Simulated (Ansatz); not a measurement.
Computed with Ansatz on PBE0-D4/def2-TZVP structures; ΔE is electronic, products minus reactants. CBS: MP2 limit from def2 TZ/QZ plus the TZ coupled-cluster correction, frozen cores. This one scheme is used for every species. DFT in def2-TZVPP. B3LYP here is the variant with VWN-RPA as its local correlation; programs differ in this. Each species was taken in one conformer, which may not be the lowest.

`COCCOC` + HCl → `COCCCl` + CH₃OH  (substitution at a C–O bond)

`COCCOC`:

Cartesian coordinates in Å:
```
C 1.963 0.797 0.803
O 1.106 0.032 1.616
C -0.261 0.271 1.413
C -0.865 -0.489 0.256
O -0.471 0.081 -0.966
C -0.986 -0.612 -2.068
H 1.875 0.531 -0.254
H 1.752 1.870 0.910
H 2.980 0.604 1.145
H -0.768 -0.052 2.327
H -0.453 1.346 1.280
H -1.963 -0.464 0.349
H -0.549 -1.542 0.309
H -2.085 -0.616 -2.062
H -0.637 -1.653 -2.088
H -0.640 -0.105 -2.969
```

HCl:

Cartesian coordinates in Å:
```
Cl -0.449 0.239 0.387
H 0.449 -0.239 -0.387
```

`COCCCl`:

```xyz
12

C     0.582    1.284   -0.992
O     0.615   -0.120   -1.002
C     0.448   -0.704    0.263
C    -1.019   -0.798    0.641
Cl   -1.184   -1.580    2.231
H     1.345    1.694   -0.318
H    -0.396    1.681   -0.692
H     0.792    1.618   -2.008
H     0.996   -0.147    1.034
H     0.871   -1.710    0.210
H    -1.565   -1.401   -0.083
H    -1.486    0.183    0.717
```

CH₃OH:

Cartesian coordinates in Å:
```
C 0.091 -0.244 -0.243
O -0.774 0.539 0.547
H -0.535 -0.883 -0.865
H 0.742 -0.888 0.361
H 0.719 0.366 -0.905
H -0.243 1.110 1.106
```

```tsv
level	ΔE (kcal/mol)
PBE-D4	-1.8
r2SCAN-D4	-1.4
ωB97X-V	-1.0
r2SCAN	-1.6
B3LYP	-1.9
SCS-MP2/def2-TZVPP	-1.8
HF/def2-QZVPP	-1.8
MP2/CBS(def2)	-3.3
```

What does CCSD(T)/CBS give? (Estimate.)

The calculation gave: -2.3 kcal/mol. The listed levels differ from it by 0.5, 0.9, 1.3, 0.7, 0.4, 0.5, 0.5, -1.0 kcal/mol.

Largest T1 diagnostic among the species: 0.010.

The D4 term adds +0.8 kcal/mol with B3LYP and +0.5 kcal/mol with PBE0; it sums over pairs of atoms, weighted by their polarisabilities, and B3LYP, whose exchange is more repulsive, gets the larger term.
